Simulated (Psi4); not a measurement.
# NO2F (nitryl fluoride): TPSSh/cc-pVTZ

Aim: the vertical ionisation energy of NO2F (nitryl fluoride) at TPSSh/cc-pVTZ, from 2 runs. 

The results are computed with Psi4 1.11.

### 1 Starting point

The species is NO2F (4 atoms), meant as a singlet with charge 0. SMILES: `O=[N+]([O-])F`. The shape is that of a PBE0-D4/def2-TZVP optimisation.

Bond lengths: O1–N2 1.170 Å, N2–O3 1.170 Å, N2–F4 1.442 Å. Angles: O1–N2–O3 135.6°, O1–N2–F4 112.2°, O3–N2–F4 112.2°.

### 2 The energy at TPSSh/cc-pVTZ

The input, job.dat:

```
memory 2.2 GB

molecule molecule1 {
  0 1
  O      0.35581653     0.88803900     2.11696569
  N      0.15064897    -0.13568234     0.16845019
  O      0.90060568    -2.01951251    -0.71219998
  F     -1.40707118     1.26715585    -1.57321590
  units bohr
  symmetry c1
}

set {
  basis                cc-pVTZ
  puream               true
  e_convergence        1e-09
  d_convergence        1e-08
  scf_type             pk
  dft_radial_points    99
  dft_spherical_points 590
}

e, wfn = energy('tpssh', return_wfn=True)
oeprop(wfn, 'LOWDIN_CHARGES', 'MULLIKEN_CHARGES', 'MAYER_INDICES')
```

Command:

```sh
$ psi4 job.dat job.out -n 1
```

job.out:

```text
[...]
  Running in c1 symmetry.
[...]
  Nuclear repulsion =  124.476506328331524
[...]
  Multiplicity = 1
[...]
  Nalpha       = 16
  Nbeta        = 16
[...]
    Number of basis functions: 120
[...]
   @RKS iter   1:  -304.85760306727116    6.13228e-02   6.02139e-03 ADIIS/DIIS
[...]
   @RKS iter  12:  -305.01214457681391    5.68434e-14   1.38150e-09 DIIS
[...]
    Orbital Energies [Eh]
    ---------------------
    Doubly Occupied:
       1A    -24.642828     2A    -19.163878     3A    -19.163874
       4A    -14.588051     5A     -1.331737     6A     -1.178621
       7A     -1.148319     8A     -0.691874     9A     -0.608632
      10A     -0.605554    11A     -0.568045    12A     -0.433600
      13A     -0.416460    14A     -0.385268    15A     -0.373473
      16A     -0.340693
[...]
  @RKS Final Energy:  -305.01214457681391
   => Energetics <=
    Nuclear Repulsion Energy =            124.4765063283315243
    One-Electron Energy =                -666.3834157098715423
    Two-Electron Energy =                 268.0577782850392623
    DFT Exchange-Correlation Energy =     -31.1630134803131860
    Empirical Dispersion Energy =           0.0000000000000000
    VV10 Nonlocal Energy =                  0.0000000000000000
    Total Energy =                       -305.0121445768139097
[...]
 Multipole Moments:
 ------------------------------------------------------------------------------------
     Multipole            Electronic (a.u.)      Nuclear  (a.u.)        Total (a.u.)
 ------------------------------------------------------------------------------------
 L = 1.  Multiply by 2.5417464519 to convert [e a0] to [Debye]
 Dipole X            :         -0.5991048            0.6708565            0.0717517
 Dipole Y            :          0.5395225           -0.6041481           -0.0646256
 Dipole Z            :         -0.6698421            0.7500699            0.0802279
 Magnitude           :                                                    0.1255440
[...]
  Mulliken Charges: (a.u.)
   Center  Symbol    Alpha    Beta     Spin     Total
       1     O     4.07902  4.07902  0.00000 -0.15804
       2     N     3.25190  3.25190  0.00000  0.49621
       3     O     4.07902  4.07902  0.00000 -0.15804
       4     F     4.59006  4.59006  0.00000 -0.18012
   Total alpha = 16.00000, Total beta = 16.00000, Total charge =  0.00000
  Lowdin Charges: (a.u.)
   Center  Symbol    Alpha    Beta     Spin     Total
       1     O     3.94350  3.94350  0.00000  0.11300
       2     N     3.61441  3.61441  0.00000 -0.22883
[...]
```

It took 48 s on 1 thread of Intel Xeon Platinum 8259CL at 2.50GHz (Skylake/Cascade Lake), shared host; peak memory 0.79 GiB.

### 3 The doublet cation at the same level

The input, fno2.in:

```
memory 2200 MB

molecule mol {
  1 2
  O
  N 1 1.169806
  O 2 1.169804 1 135.58531
  F 2 1.442224 3 112.20732 1 179.99855
  symmetry c1
}

set {
  reference            uks
  puream               true
  e_convergence        1e-09
  d_convergence        1e-08
  scf_type             pk
  dft_radial_points    99
  dft_spherical_points 590
  maxiter              100
}

result, w = energy("tpssh/cc-pVTZ", return_wfn=True)
oeprop(w, "MULLIKEN_CHARGES", "DIPOLE", "MAYER_INDICES", title="TPSSH")
print_variables()
```

Command:

```sh
$ psi4 fno2.in fno2.out -n 1
```

fno2.out:

```text
[...]
  Running in c1 symmetry.
[...]
  Nuclear repulsion =  124.476518839972954
[...]
  Multiplicity = 2
[...]
  Nalpha       = 16
  Nbeta        = 15
[...]
    Number of basis functions: 120
[...]
   @UKS iter   1:  -304.42523121290532    4.93696e-01   4.62687e-03 DIIS/ADIIS
[...]
   @UKS iter  15:  -304.53229300116845   -1.25056e-12   3.13739e-09 DIIS
[...]
   @S^2 Observed:                7.625009242E-01
[...]
    Orbital Energies [Eh]
    ---------------------
    Alpha Occupied:
       1A    -24.997157     2A    -19.569649     3A    -19.569645
       4A    -14.933444     5A     -1.691199     6A     -1.524404
       7A     -1.518782     8A     -1.032443     9A     -0.963299
      10A     -0.946212    11A     -0.920560    12A     -0.787103
      13A     -0.749168    14A     -0.738277    15A     -0.729190
      16A     -0.725351
    Alpha Virtual:
      17A     -0.451453    18A     -0.376388    19A     -0.148695
      20A      0.034067    21A      0.068550    22A      0.122313
      23A      0.136125    24A      0.140093    25A      0.256357
[...]
  @UKS Final Energy:  -304.53229300116845
   => Energetics <=
    Nuclear Repulsion Energy =            124.4765188399729539
    One-Electron Energy =                -655.1787182181467415
    Two-Electron Energy =                 256.9118218927464454
    DFT Exchange-Correlation Energy =     -30.7419155157411481
    Empirical Dispersion Energy =           0.0000000000000000
    VV10 Nonlocal Energy =                  0.0000000000000000
    Total Energy =                       -304.5322930011684548
[...]
 Multipole Moments:
 ------------------------------------------------------------------------------------
     Multipole            Electronic (a.u.)      Nuclear  (a.u.)        Total (a.u.)
 ------------------------------------------------------------------------------------
 L = 1.  Multiply by 2.5417464519 to convert [e a0] to [Debye]
 Dipole X            :         -0.0000094            0.0000226            0.0000132
 Dipole Y            :          0.6620523           -1.0866675           -0.4246152
 Dipole Z            :          0.2702749           -0.4436242           -0.1733493
 Magnitude           :                                                    0.4586371
[...]
  Mulliken Charges: (a.u.)
   Center  Symbol    Alpha    Beta     Spin     Total
       1     O     4.15242  3.67443  0.47799  0.17314
       2     N     3.15231  3.24453 -0.09222  0.60315
       3     O     4.15242  3.67444  0.47798  0.17314
       4     F     4.54284  4.40660  0.13624  0.05056
   Total alpha = 16.00000, Total beta = 15.00000, Total charge =  1.00000
  Mayer Bond Indices:
  Total Bond Index:
  Irrep: 1 Size: 4 x 4
[...]
```

Wall time 88 s (1 thread of Intel Xeon Platinum 8259CL at 2.50GHz (Skylake/Cascade Lake), shared host); peak memory 0.8 GiB.

### 4 Results

At TPSSh/cc-pVTZ:

```
                                          quantity          value
                        singlet NO2F: total energy  -305.01214 Eh
                       singlet NO2F: dipole moment         0.32 D
                         singlet NO2F: HOMO energy       -9.27 eV
                         singlet NO2F: LUMO energy       -2.97 eV
                       singlet NO2F: HOMO–LUMO gap        6.30 eV
                      doublet cation: total energy  -304.53229 Eh
doublet cation: HOMO energy (highest over α and β)      -19.04 eV
 doublet cation: LUMO energy (lowest over α and β)      -16.84 eV
                              doublet cation: ⟨S²⟩          0.763
vertical ionisation energy (to the doublet cation)      13.057 eV
```

**Reading.** Removing an electron at fixed nuclei costs 13.06 eV (301 kcal/mol). The negative HOMO energy of the first species, 9.27 eV, lies 3.79 eV below that difference. Mulliken charges (singlet NO2F) run from -0.18 on F4 to +0.50 on N2. Mulliken charges (doublet cation) run from +0.05 on F4 to +0.60 on N2; they depend strongly on the basis.
